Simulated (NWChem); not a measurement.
## Lowest excitation of water (H2O)

SMILES: O
```xyz
3

O      0.0000     0.0000     0.1226
H      0.7577     0.0000    -0.4905
H     -0.7577     0.0000    -0.4905
```
Charge 0, spin multiplicity 1.

The numbers come from NWChem runs, not from measurements. The geometry was optimised at PBE/def2-SVP, a minimum by its harmonic frequencies.

Basis set: def2-SVPD.

```tsv
method	lowest vertical singlet excitation energy (eV)	relative cost	difference from EOM-CCSD
EOM-CCSD	7.71	5	0.00
TD-B3LYP	7.29	3	-0.42
TD-LDA (SVWN5)	7.02	under 3	-0.69
CIS	8.92	1	+1.21
TD-PBE	6.90	under 3	-0.81
```

The values span 2.03 eV, from TD-PBE (lowest) to CIS (highest). The cost column gives rough processor time relative to CIS; each entry includes its own SCF.

The correlated methods keep 1 core orbital frozen. B3LYP has NWChem's definition, with VWN1-RPA local correlation. No row is a measurement; the coupled-cluster row has its own basis-set and correlation limits.
